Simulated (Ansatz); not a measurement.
Two shapes of doublet C2H5.

Shape 1:

```xyz
7

C     0.3388   -0.5786    0.1792
C    -0.3962    0.6459   -0.2252
H    -0.0636    1.6563    0.0504
H    -1.1412    0.5570   -0.9475
H     1.3221   -0.6772   -0.2799
H     0.4989   -0.5913    1.2484
H    -0.2853   -1.4807   -0.0491
```

Shape 2:

```xyz
7

C     0.2785   -0.6240    0.1902
C    -0.3296    0.6912   -0.2470
H     0.3001    1.5894   -0.1500
H    -1.2923    0.7886   -0.6499
H     1.2990   -0.7046   -0.1703
H     0.2800   -0.7084    1.2590
H    -0.3315   -1.5007   -0.1376
```

Basis set: def2-SVP (spherical functions). Frozen core: 2 orbitals. Charge 0, multiplicity 2.

Computed with Ansatz (development build ahead of 0.2.0); each method stands on the lowest determinant of its kind that the runs found.

(1) Which shape is lower in energy, and by how much in each method?

Answers

(1)

| method | E(2) − E(1) (eV) |
| --- | --- |
| UHF | 0.006 |
| UHF-MP2 | 0.011 |

Shape 1 is lower.
